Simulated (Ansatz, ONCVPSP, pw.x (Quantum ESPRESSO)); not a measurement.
# What a changed setting does to a pw.x run (bcc Ru)

Potential: optimised norm-conserving Vanderbilt (ONCV), ONCVPSP 4.0.1.1 (patched build), PBEsol; core [Ar] 3d10, reference 4s2 4p6 4d7 5s1; waves: 4s+5s: rc 1.80 bohr, ncon 4, nbas 8, qcut 7.6 1/bohr, 2 projectors; 4p: rc 1.75 bohr, ncon 3, nbas 8, qcut 7.9 1/bohr, 3 projectors, debl 3.1 Ha; 4d: rc 1.56 bohr, ncon 3, nbas 7, qcut 8.3 1/bohr, 2 projectors, debl 0.7 Ha; local part: polynomial inside 1.35 bohr (lpopt 5, dvloc0 0 Ha); core correction: none.

The reference run (k-mesh 15³, cutoffs 70/280 Ry, Fermi–Dirac 0.01 Ry, mixing_beta 0.4, conv_thr 1e-9, no spin) gives 0.97 GPa at 13.768 Å³/atom, where all-electron LAPW gives 0.38 GPa. This run, with its own iteration cap, changes ecutrho/ecutwfc to 2.

```
&control
  calculation='scf', prefix='x', pseudo_dir='./', outdir='./tmp', tstress=.true., disk_io='none'
/
&system
  ibrav=0, nat=1, ntyp=1, ecutwfc=70, ecutrho=140, nbnd=16,
  occupations='smearing', smearing='fd', degauss=0.01
/
&electrons
  conv_thr=1e-09, mixing_beta=0.4, electron_maxstep=60
/
ATOMIC_SPECIES
Ru 1.0 Ru.UPF
CELL_PARAMETERS angstrom
  -1.50986096 1.50986096 1.50986096
  1.50986096 -1.50986096 1.50986096
  1.50986096 1.50986096 -1.50986096
ATOMIC_POSITIONS crystal
Ru 0.0000 0.0000 0.0000
K_POINTS automatic
15 15 15 0 0 0
```

```bash
pw.x < Ru.scf.in > Ru.scf.out
```

Q: How does the run end?

A: It converges in 8 iterations; the free energy moves by -0.4 meV/atom and the pressure by +0.01 GPa. Below 4 the density is truncated and F is no longer variational, so a small shift in one case is no licence.

```
Message from routine set_cutoff:
     ecutrho < 4*ecutwfc, are you sure?
     Message from routine setup:
     using ibrav=0 with symmetry is DISCOURAGED, use correct ibrav instead
     lattice parameter (alat)  =       4.9419  a.u.
     unit-cell volume          =      92.9111 (a.u.)^3
     number of electrons       =        16.00
     number of Kohn-Sham states=           16
     kinetic-energy cutoff     =      70.0000  Ry
     charge density cutoff     =     140.0000  Ry
     scf convergence threshold =      1.0E-09
     Exchange-correlation= PBESOL
     number of k points=   120  Fermi-Dirac smearing, width (Ry)=  0.0100
     iteration #  1     ecut=    70.00 Ry     beta= 0.40
     total energy              =    -190.96510587 Ry
     estimated scf accuracy    <       0.13000811 Ry
     iteration #  2     ecut=    70.00 Ry     beta= 0.40
     total energy              =    -190.98319951 Ry
     estimated scf accuracy    <       0.00405420 Ry
     iteration #  3     ecut=    70.00 Ry     beta= 0.40
     total energy              =    -190.98328467 Ry
     estimated scf accuracy    <       0.00080640 Ry
     iteration #  4     ecut=    70.00 Ry     beta= 0.40
     total energy              =    -190.98333369 Ry
     estimated scf accuracy    <       0.00001924 Ry
     iteration #  5     ecut=    70.00 Ry     beta= 0.40
     total energy              =    -190.98333584 Ry
     estimated scf accuracy    <       0.00000088 Ry
     iteration #  6     ecut=    70.00 Ry     beta= 0.40
     total energy              =    -190.98333597 Ry
     estimated scf accuracy    <       0.00000005 Ry
     iteration #  7     ecut=    70.00 Ry     beta= 0.40
     total energy              =    -190.98333598 Ry
     estimated scf accuracy    <          1.2E-09 Ry
     iteration #  8     ecut=    70.00 Ry     beta= 0.40
     the Fermi energy is    23.1575 ev
!    total energy              =    -190.98333598 Ry
     estimated scf accuracy    <          3.1E-11 Ry
     smearing contrib. (-TS)   =      -0.00827238 Ry
     The total energy is F=E-TS. E is the sum of the following terms:
     one-electron contribution =     -37.31715220 Ry
     hartree contribution      =      29.62538648 Ry
     xc contribution           =     -20.02169255 Ry
     ewald contribution        =    -163.26160532 Ry
     convergence has been achieved in   8 iterations
          total   stress  (Ry/bohr**3)                   (kbar)     P=        9.82
     Message from routine punch:
     Nothing written, as per user request (disk_io='none')
```

The run took about 16 s on one core of a shared host (Neoverse-N1, 64 threads, 124 GiB, load 61).
